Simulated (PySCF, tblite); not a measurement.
# C2H4NO radical: geometry, infrared bands and EPR parameters

Wanted: the infrared bands and EPR parameters of C2H4NO radical (`[H]/N=C\C[O]`), by calculation.

Computed with tblite 0.8.0 and PySCF 2.14.0, with density-fitted response routines of our own, on a single molecule in the gas phase. Atoms are numbered from 0 throughout.

**1. The molecule as given**

8 atoms, charge 0, multiplicity 2; geometry from: force field or distance geometry start.

Bonds of the start (Å): N0–C1 1.32, C1–C2 1.52, C2–O3 1.31, N0–H4 1.05, C1–H5 1.10, C2–H6 1.10, C2–H7 1.10.

**2. Relaxing the molecule with GFN2-xTB**

Job settings and geometry (Å):

```
{"job": {"kind": "relax", "xc": "GFN2-xTB", "basis": "xTB"}, "charge": 0, "multiplicity": 2}
N      1.675200     0.064000    -0.186100
C      0.475000     0.599300    -0.135500
C     -0.774400    -0.236600     0.112700
O     -0.432500    -1.499300     0.221300
H      1.414700    -0.943900    -0.026600
H      0.352400     1.682100    -0.250100
H     -1.265100     0.275200     0.957200
H     -1.436300     0.068800    -0.717400
```

Command:

```
$ OMP_NUM_THREADS=1 python probes_run.py task.json out
```

One launch serves the whole session: the jobs run in the order shown.

**Question.** This job is followed by: GFN2-xTB harmonic vibrations, gas phase; UKS B3LYP, pcH-1 on C H N O, non-relativistic, mean-field spin-orbit, GIAO. Predict these results of the whole session: strongest single infrared mode (GFN2-xTB); zero-point energy (GFN2-xTB); g(iso) (B3LYP); ⟨S²⟩; largest a(iso) (averaged by class); potential on the surface of density 0.002 e/bohr³, 1st and 99th percentile; property runs in this session.

As calculated:

```
                                                                  quantity                                            value
                                 strongest single infrared mode (GFN2-xTB)                            1797 cm⁻¹, 266 km/mol
                                              zero-point energy (GFN2-xTB)                                    35.6 kcal/mol
                                                            g(iso) (B3LYP)                                          2.02293
                                                                      ⟨S²⟩                               0.755 (exact 0.75)
                                        largest a(iso) (averaged by class)                           1H on H6, H7, 74.3 MHz
potential on the surface of density 0.002 e/bohr³, 1st and 99th percentile                               -1.39 V and 1.61 V
                                             property runs in this session  1, of which 0 failed and 1 gave unsound results
```

**Reading.** Over 18 steps the energy fell by 0.643 eV; of the close pairs, N0–C1 changed most, 1.315 to 1.230 Å. No mode is imaginary among the 18: a minimum at this level. The strongest single mode, at 1797 cm⁻¹, moves mainly C1 and N0. Unscaled tight-binding wavenumbers are off by several per cent, some by more. Its intensities can rank the bands wrongly. O3 carries the largest spin population, 0.74 e. The isotropic g lies 20.6 ppt above the free-electron value. These values are not to be trusted: the run shows nearly degenerate orbitals, where second-order g theory doesn't apply.
